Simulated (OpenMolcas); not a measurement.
## An input for CH6Si (methylsilane)

CH6Si: 8 atoms, total charge 0, spin state singlet. SMILES: `C[SiH3]`. The shape is that of a GFN2-xTB optimisation.

```jsonl
{"atom": "C", "x (Å)": "-0.1809", "y (Å)": "0.2390", "z (Å)": "-0.9369"}
{"atom": "Si", "x (Å)": "0.1675", "y (Å)": "-0.2214", "z (Å)": "0.8688"}
{"atom": "H", "x (Å)": "-1.2326", "y (Å)": "0.1158", "z (Å)": "-1.1797"}
{"atom": "H", "x (Å)": "0.3889", "y (Å)": "-0.3851", "z (Å)": "-1.6201"}
{"atom": "H", "x (Å)": "0.0839", "y (Å)": "1.2733", "z (Å)": "-1.1386"}
{"atom": "H", "x (Å)": "-0.6193", "y (Å)": "0.6394", "z (Å)": "1.7550"}
{"atom": "H", "x (Å)": "1.5927", "y (Å)": "-0.0402", "z (Å)": "1.1540"}
{"atom": "H", "x (Å)": "-0.2001", "y (Å)": "-1.6208", "z (Å)": "1.0975"}
```

Settings wanted:

```yaml
method: HF
reference: RHF
relativity: none
basis_set: def2-SVP
task: gradient
nucleus: point
SCF_convergence_threshold: 1e-10
```

Problem. Write the OpenMolcas 26.06 input and the command.

Solution. This one ran through:

coord.xyz:
```
8

C     -0.180870     0.239010    -0.936940
Si     0.167460    -0.221430     0.868820
H     -1.232590     0.115770    -1.179650
H      0.388860    -0.385080    -1.620100
H      0.083930     1.273290    -1.138610
H     -0.619350     0.639390     1.755040
H      1.592670    -0.040160     1.153950
H     -0.200110    -1.620790     1.097500
```

test.input:
```
* CH6Si Hartree-Fock
&GATEWAY
BasLib = $CurrDir
Coord = coord.xyz
Basis = def2-SVP
Group = NoSym
&SEWARD
&SCF
Thresholds = 1e-10 1e-07 1e-07 1e-05
PrOrbitals = 1 2
&ALASKA
```

```bash
$ export MOLCAS_MEM=1860
$ pymolcas test.input > test.log
```

(Basis files named in the input come from the Basis Set Exchange and aren't shown.)

Calculated total energy: -330.17265 Eh, largest force 0.784 eV/Å.
